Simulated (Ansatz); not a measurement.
# H2OSi: the cost of one run

Computed with Ansatz 0.2.0, Gaussian basis. Level: cc-pVTZ, all electrons in the functionals, frozen cores in the correlation of double hybrids and RPA.

The runs, in order: wB97M-V, HSE06, B2PLYP, RPA-PBE, at 0.960 Å; 1.008 Å; 1.105 Å; 1.203 Å; 1.300 Å.

3 further runs of the same task are left out: 3 for a known fault of the program.

**1. The system**

The geometry derives from fragments relaxed apart (PBE0/def2-TZVP) and kept rigid, so it is no stationary point. A hydrogen atom is moved between rigid fragments.

4 atoms, charge 0, spin multiplicity 3.

Atoms are counted from 1 here; the program's logs count them from 0.

Bond lengths: O1–H2 0.960 Å, O1–H3 0.960 Å. Angles: H2–O1–H3 105.1°.

No dispersion term is added; wB97M-V holds VV10 nonlocal correlation. HSE06 is the plane-wave form.

The geometry shown and the zero of energy belong to the point 0.960 Å. The yardstick, UCCSDT(Q), and other wave-function levels (R restricted, U unrestricted, valence and pair active spaces) come from earlier runs.

**2. wB97M-V, 0.960 Å**

Input file in.yaml:

```yaml
crystal:
  periodic: [false, false, false]
  atoms:
    - {symbol: O, position_ang: [-0.862555, -0.231644, 0.000000]}
    - {symbol: H, position_ang: [-1.111864, 0.694932, 0.000000]}
    - {symbol: H, position_ang: [0.096974, -0.231644, 0.000000]}
    - {symbol: Si, position_ang: [1.877445, -0.231644, 0.000000]}
basis:
  gaussian: {orbitals: cc-pVTZ}
magnetization: {spin_polarized: true, initial_magnetization: 2}
hamiltonian: {xc: {name: wB97M-V}}
output: {forces: true, orbitals: {seedname: orbitals}}
```

Command:

```console
> ansatz run in.yaml --threads 1 --pin off --events-out ev --progress --plain --max-ram 4096MiB --backend cpu
```

Q: Estimate wall time and peak memory on 1 thread of AMD EPYC 7R13, shared host.

About 66 s, with a peak of 0.3 GiB.
